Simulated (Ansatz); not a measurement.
A nudged elastic band was laid between two geometries of BH4N + ClH (8 atoms, charge 0, multiplicity 1).

Computed with RKS PBE/def2-SVP (Ansatz 0.2.0).

| Property | Result |
| --- | --- |
| movable images | 9 |
| climbing image | yes |
| spring | 5.0 eV/Å² |
| optimiser | quadratic models (default) |
| start path | through a guess of the saddle point |
| force threshold | 0.03 eV/Å |
| iteration limit | 60 |
| end points | relaxed |

First end point:

```xyz
8
Properties=species:S:1:pos:R:3
B 0.044 -0.352 0.217
N 0.026 -0.208 1.615
H -0.817 -0.333 2.180
H 0.875 -0.111 2.178
H 1.107 -0.264 -0.363
H -1.007 -0.542 -0.360
Cl -0.407 3.131 1.176
H -0.241 1.841 1.353
```

Last end point:

```xyz
8
Properties=species:S:1:pos:R:3
B -0.005 0.456 0.178
N -0.126 0.161 1.784
H -0.300 -0.836 1.982
H 0.740 0.445 2.268
H 0.958 -0.199 -0.205
H -1.084 0.125 -0.299
Cl 0.290 2.294 0.094
H -0.894 0.716 2.193
```

Question: What changes between the two ends?

Answer: Bonds broken: Cl7–H8. Bonds formed: B1–Cl7, N2–H8. BH4N + ClH becomes BClH5N.

Question: What energy profile does the band end with?

Answer: The forces met the threshold. The highest image is number 4 of 0 to 10, 45.4 kJ/mol above the first end and 112.0 kJ/mol above the last; the last end lies 66.6 kJ/mol below the first. A vibrational analysis at the climbing image gives one clearly imaginary mode, 787i cm⁻¹: a first-order saddle point. The orbitals stay closed-shell, which can raise the energy where a bond breaks towards radicals; this wasn't checked here.

```csv
image,path coordinate (Å),energy (kJ/mol),Cl7–H8 (Å),B1–Cl7 (Å),N2–H8 (Å)
0,0.00,0.0,1.31,3.64,2.08
1,0.36,0.8,1.31,3.42,2.10
2,0.71,5.5,1.32,3.11,1.99
3,1.07,22.1,1.35,2.75,1.75
4,1.43,45.4,1.49,2.44,1.41
5,1.81,-3.0,1.79,2.14,1.12
6,2.20,-51.2,2.17,1.92,1.04
7,2.59,-59.9,2.51,1.87,1.03
8,2.98,-62.4,2.61,1.87,1.03
9,3.37,-65.3,2.73,1.87,1.03
10,3.76,-66.6,2.88,1.86,1.03
```

Question: What is the geometry of the highest image?

Answer: 
```xyz
8
Properties=species:S:1:pos:R:3
B -0.007 0.045 0.271
N -0.006 0.030 1.769
H -0.810 -0.375 2.258
H 0.873 -0.160 2.259
H 1.070 0.015 -0.281
H -1.040 -0.257 -0.283
Cl -0.317 2.454 0.471
H -0.184 1.411 1.532
```

Question: What are the harmonic wavenumbers there?

Answer: 787i, 302, 392, 568, 613, 674, 715, 961, 1044, 1075, 1110, 1199, 1362, 1525, 2546, 2658, 3463, 3562 cm⁻¹.

The run took 80 s on 2 threads of Arm Neoverse V1 (shared host), peak memory 0.14 GiB.
